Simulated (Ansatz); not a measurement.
in.yaml

```yaml
crystal:
  periodic: [false, false, false]
  atoms:
    - {symbol: Cl, position_ang: [-0.907887, 0.000000, 0.000000]}
    - {symbol: H, position_ang: [0.817113, 0.000000, 0.000000]}
    - {symbol: C, position_ang: [2.086113, 0.000000, 0.000000]}
    - {symbol: H, position_ang: [2.086113, -1.080023, 0.000000]}
    - {symbol: H, position_ang: [2.086113, 0.540011, 0.935327]}
    - {symbol: H, position_ang: [2.086113, 0.540012, -0.935327]}
basis:
  gaussian: {orbitals: cc-pVDZ}
magnetization: {spin_polarized: true, initial_magnetization: 1}
correlation: {method: ccsdt_q, electrons: outside_noble_gas}
```

```sh
$ ansatz run in.yaml --threads 2 --pin off --events-out ev --progress --plain --max-ram 24576MiB --backend cuda --devices 0, --max-vram 18GiB
```

(1) Roughly how long does this take on 2 threads of AMD EPYC 7R13 with a shared H100 80 GB, shared host, and how much host memory?

```
996 factors; integrals over basis functions are off by at most 2.2e-7 eV
mean field evaluation 1: about -13594.1309 eV, gradient 1.2e1 eV
mean field evaluation 2: about -13594.1624 eV, gradient 1.2e1 eV
mean field evaluation 4: about -13595.2525 eV, gradient 1.6e0 eV
mean field evaluation 8: about -13595.3223 eV, gradient 2.0e-1 eV
mean field evaluation 16: about -13594.1319 eV, gradient 1.1e1 eV
mean field evaluation 32: about -13594.0162 eV, gradient 1.2e-5 eV
mean field evaluation 64: about -13592.6001 eV, gradient 1.3e1 eV
mean field evaluation 96: about -13594.0162 eV, gradient 3.2e-4 eV
mean field evaluation 128: about -13595.3239 eV, gradient 8.0e-4 eV
mean field -13595.32392390 eV, -499.6189389618 hartree, gradient 9.6e-6 eV, S^2 0.800975; 5 other end points of the search recorded, 0 dependent functions left out
determinant -13595.32392390 eV, -499.6189389618 hartree, with singles and doubles -13604.20051407 eV, -499.9451476336 hartree
determinant -13594.01618170 eV, -499.5708803224 hartree, with singles and doubles -13602.88020820 eV, -499.8966272879 hartree
6 core orbitals not correlated: weight in the atoms' cores, before any rotation towards them, 1.000 or more for the frozen orbitals, at most 0.000 for the correlated occupied ones
reference -13595.32392390 eV, -499.6189389618 hartree; 8, 7 occupied and 38, 39 virtual orbitals, 996 factors
second order -7.81454475 eV of doubles, -0.00000000 eV of singles
cycle   1  -8.57576463 eV  change   -7.6e-1 eV  update   7.1e-2
cycle   2  -8.98838972 eV  change   -4.1e-1 eV  update   3.0e-2
cycle   3  -9.09980622 eV  change   -1.1e-1 eV  update   1.5e-2
cycle   4  -9.09153477 eV  change    8.3e-3 eV  update   6.2e-3
cycle   5  -9.09244838 eV  change   -9.1e-4 eV  update   2.4e-3
cycle   6  -9.09360483 eV  change   -1.2e-3 eV  update   8.2e-4
cycle   7  -9.09360457 eV  change    2.7e-7 eV  update   2.9e-4
cycle   8  -9.09376718 eV  change   -1.6e-4 eV  update   1.2e-4
cycle   9  -9.09381629 eV  change   -4.9e-5 eV  update   5.5e-5
cycle  10  -9.09376039 eV  change    5.6e-5 eV  update   2.8e-5
cycle  11  -9.09376273 eV  change   -2.3e-6 eV  update   1.4e-5
cycle  12  -9.09376659 eV  change   -3.9e-6 eV  update   6.1e-6
cycle  13  -9.09377006 eV  change   -3.5e-6 eV  update   3.3e-6
cycle  14  -9.09377378 eV  change   -3.7e-6 eV  update   1.6e-6
cycle  15  -9.09377480 eV  change   -1.0e-6 eV  update   8.0e-7
perturbative correction -0.01364444 eV, -0.0005014238 hartree
Total energy: -13604.43134313 eV, -499.9536304454 hartree
```

Results:

(1) 10 s wall and 0.86 GiB.
